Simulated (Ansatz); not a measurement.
Born–Oppenheimer molecular dynamics of BH5N2 (8 atoms, charge 0, multiplicity 1). It starts from a relaxed structure.

Theory: RKS revPBE/def2-SVP (Ansatz).

```
ensemble        : NVT, Nosé–Hoover chain
time step       : 0.5 fs
steps asked     : 166
set temperature : 400 K
thermostat      : time constant 100 fs, chain length 5
seed            : 439016
```

First frame:

```xyz
8
Properties=species:S:1:pos:R:3
B -0.001 -0.254 -0.157
H -0.003 -0.896 0.882
N 1.255 0.068 -0.749
H 2.136 -0.216 -0.328
H 1.373 0.599 -1.612
N -1.254 0.133 -0.714
H -2.137 -0.105 -0.269
H -1.368 0.671 -1.573
```

Question: How far do the bonds stretch over the last three quarters of this one trajectory? (Pairs bonded in most of those frames.)

Answer: 
| bond | mean (Å) | spread (Å) | shortest | longest |
| --- | --- | --- | --- | --- |
| B1–H2 | 1.226 | 0.037 | 1.17 | 1.29 |
| B1–N3 | 1.432 | 0.031 | 1.38 | 1.48 |
| B1–N6 | 1.432 | 0.023 | 1.39 | 1.47 |
| N3–H4 | 1.021 | 0.018 | 0.99 | 1.05 |
| N3–H5 | 1.022 | 0.006 | 1.01 | 1.04 |
| N6–H7 | 1.022 | 0.012 | 1.00 | 1.04 |
| N6–H8 | 1.023 | 0.010 | 1.00 | 1.04 |

Mean temperature of the second half: 222 K. The conserved energy stayed within 0.17 meV per atom of its start (net change 0.14 meV per atom), so the integration is sound. The mean temperature of the second half is 45 % below the set value. A run of 0.083 ps of so small a system gives no equilibrium averages.

Run time: 3.8 min on 1 thread of Arm Neoverse V1, with other jobs on the host, peak memory 0.11 GiB.
